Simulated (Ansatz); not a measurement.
in.yaml

```yaml
crystal:
  periodic: [false, false, false]
  atoms:
    - {symbol: Br, position_ang: [0.000000, 0.000000, -1.552667]}
    - {symbol: H, position_ang: [0.000000, 0.000000, -0.073667]}
    - {symbol: Cl, position_ang: [0.000000, 0.000000, 1.626333]}
basis:
  gaussian: {orbitals: cc-pVDZ}
magnetization: {spin_polarized: false, initial_magnetization: 1}
correlation: {method: sc_nevpt2, electrons: valence, active_space: {window: {electrons: 7, orbitals: 4}, states: [{multiplicity: 2, weights: [1, 1, 1, 1]}], root: 2}}
scf: {lower_state_search: full}
```

```sh
$ ansatz run in.yaml --threads 1 --pin off --events-out ev --progress --plain --max-ram 2393MiB
```

Problem. Roughly how long does this take on 1 thread of Intel Xeon 6975P-C, shared host, and how much host memory?

Solution. 5.5 s wall and 0.21 GiB.

```
931 factors; integrals over basis functions are off by at most 1.6e-7 eV
mean field evaluation 1: about -82515.2142 eV, gradient 1.0e1 eV
mean field evaluation 2: about -82515.2156 eV, gradient 1.0e1 eV
mean field evaluation 4: about -82515.9701 eV, gradient 1.6e0 eV
mean field evaluation 8: about -82516.0444 eV, gradient 1.4e-3 eV
mean field evaluation 16: about -82514.8518 eV, gradient 1.4e-1 eV
mean field evaluation 32: about -82515.9307 eV, gradient 4.0e-1 eV
mean field evaluation 64: about -82514.8520 eV, gradient 1.9e-3 eV
mean field evaluation 96: about -82473.9048 eV, gradient 2.3e1 eV
mean field evaluation 128: about -82515.9242 eV, gradient 2.2e-3 eV
mean field evaluation 160: about -82514.8295 eV, gradient 1.9e0 eV
mean field evaluation 192: about -82515.8851 eV, gradient 3.0e0 eV
mean field -82516.04441447 eV, -3032.4087008479 hartree, gradient 1.9e-6 eV, S^2 0.750000; 16 other end points of the search recorded, 0 dependent functions left out
reference -82516.04441447 eV, -3032.4087008479 hartree; 27, 26 occupied and 23, 24 virtual orbitals, 931 factors
state -82515.90182283 eV, -3032.4034607018 hartree
state -82515.63624906 eV, -3032.3937010459 hartree
state -82515.63528725 eV, -3032.3936656999 hartree
state -82513.11984258 eV, -3032.3012248134 hartree
state -82515.90182283 eV, -3032.4034607018 hartree; corrected -82523.16296041 eV, -3032.6703025861 hartree
state -82515.63624906 eV, -3032.3937010459 hartree; corrected -82522.89168112 eV, -3032.6603332561 hartree
state -82515.63528725 eV, -3032.3936656999 hartree; corrected -82522.89419301 eV, -3032.6604255665 hartree
state -82513.11984258 eV, -3032.3012248134 hartree; corrected -82522.03628925 eV, -3032.6288981848 hartree
Total energy: -82522.89419301 eV, -3032.6604255665 hartree
```

Natural occupations, averaged over the states: 1.7500 1.7500 1.7500 1.7500.
